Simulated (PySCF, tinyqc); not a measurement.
Orbital energy against energy difference: ionisation energy by orbital energies and by energy differences in the 6-31g basis, for BH, spin multiplicity 1. Computed by the program tinyqc with PySCF. The cation is unrestricted; errors are against CCSD(T) in this basis, not against experiment.

Geometry (angstrom):

| atom | x | y | z |
|---|---|---|---|
| B | 0.0000 | 0.0000 | 0.0000 |
| H | 0.0000 | 0.0000 | 1.2010 |

CCSD(T) difference in the same basis = 8.9278 eV

IP-EOM-CCSD = 8.9621 eV

First vertical ionisation energy (eV):

| method | -e(HOMO) | E(cation) - E | error of -e(HOMO) | error of the difference |
|---|---|---|---|---|
| HF | 9.0304 | 8.154891 | 0.1025 | -0.7729 |
| LDA | 4.8576 | 9.376889 | -4.0703 | 0.4490 |
| PBE | 4.9137 | 9.312644 | -4.0142 | 0.3848 |
| B3LYP | 5.9395 | 9.431871 | -2.9883 | 0.5040 |
| PBE0 | 6.1394 | 9.271251 | -2.7884 | 0.3434 |
| CAM-B3LYP | 7.5164 | 9.392179 | -1.4114 | 0.4643 |
| LC-wPBE | 8.9687 | 9.328087 | 0.0408 | 0.4002 |

What does the comparison show, and why?

Koopmans errs by +0.10 eV and Delta-HF by -0.77 eV: relaxation, 0.88 eV, lowers the value and the missing correlation difference works against it. The PBE level is off by -4.0 eV through the wrong tail of its potential, though its energy difference is off by +0.38 eV; exact exchange deepens the level, and among the orbital energies LC-wPBE comes closest; among the differences PBE0 does. The restricted reference is unstable here: a spin-polarised solution lies 0.0069 hartree lower (PySCF), so results built on it describe a poor reference.
